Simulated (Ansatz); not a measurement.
Mulliken charges of `C=C(O)S` from PBE/def2-TZVPP in Ansatz (PBE0-D4/def2-TZVP geometry).

```json
{"atom": "C1", "x (Å)": "-0.672", "y (Å)": "1.056", "z (Å)": "-0.361", "charge (e)": "-0.243"}
{"atom": "C2", "x (Å)": "0.108", "y (Å)": "0.046", "z (Å)": "0.003", "charge (e)": "0.148"}
{"atom": "O3", "x (Å)": "1.338", "y (Å)": "-0.136", "z (Å)": "-0.536", "charge (e)": "-0.235"}
{"atom": "S4", "x (Å)": "-0.378", "y (Å)": "-1.095", "z (Å)": "1.262", "charge (e)": "-0.167"}
{"atom": "H5", "x (Å)": "-0.298", "y (Å)": "1.812", "z (Å)": "-1.040", "charge (e)": "0.093"}
{"atom": "H6", "x (Å)": "-1.684", "y (Å)": "1.126", "z (Å)": "0.006", "charge (e)": "0.107"}
{"atom": "H7", "x (Å)": "1.869", "y (Å)": "-0.654", "z (Å)": "0.079", "charge (e)": "0.190"}
{"atom": "H8", "x (Å)": "-0.191", "y (Å)": "-2.211", "z (Å)": "0.531", "charge (e)": "0.109"}
```

Task: By hand: the dipole of these point charges (1 e Å = 4.8032 D).

Result: Σ q r = (0.054, -0.111, -0.020) e Å, of length 0.125 e Å = 0.60 D.

Task: How does the dipole of the full density compare? (Estimate.)

Result: The calculation gave: (0.118, -0.197, 0.045) e Å, 1.12 D; the point charges give 0.54 times that, at 21° from its direction.

Point charges leave out the atoms' own dipoles, such as those of lone pairs, and Mulliken's split depends on the basis, so the two needn't agree.
